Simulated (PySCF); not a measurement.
C2H5, charge +1, multiplicity 1. Atoms are numbered in the order given.

```xyz
7

C     -0.0069    -0.7431     0.0000
C     -0.0416     0.6572     0.0000
H     -0.9080    -1.3586     0.0000
H      0.9484    -1.2699     0.0000
H      0.6307     0.9996     0.8234
H     -1.0105     1.1450     0.0000
H      0.6307     0.9996    -0.8234
```
Charge +1, spin multiplicity 1.

Coordinates come from a PBE0-D3(BJ)/def2-TZVP optimisation. The geometry has at least one imaginary mode, so it is a saddle point at that level. The spin state was assumed, not searched. The isomer is the one that the SMILES or the coordinates give; other isomers of the formula were not compared.

These are M06-2X/def2-TZVPD (PySCF) values and carry that method's errors.

Isolated molecule, no solvent.

| Quantity | Value |
|---|---|
| total energy | -78.82939 hartree |
| point group | Cs |
| highest occupied level | -19.17 eV |
| lowest empty level | -9.39 eV |
| orbital gap | 9.77 eV |
| dipole moment about the centre of nuclear charge | 0.220 e·Å |
| mean static polarisability | 21.6 bohr³ (3.20 Å³) |
| polarisability, principal values | 17.3, 20.1, 27.5 bohr³ |
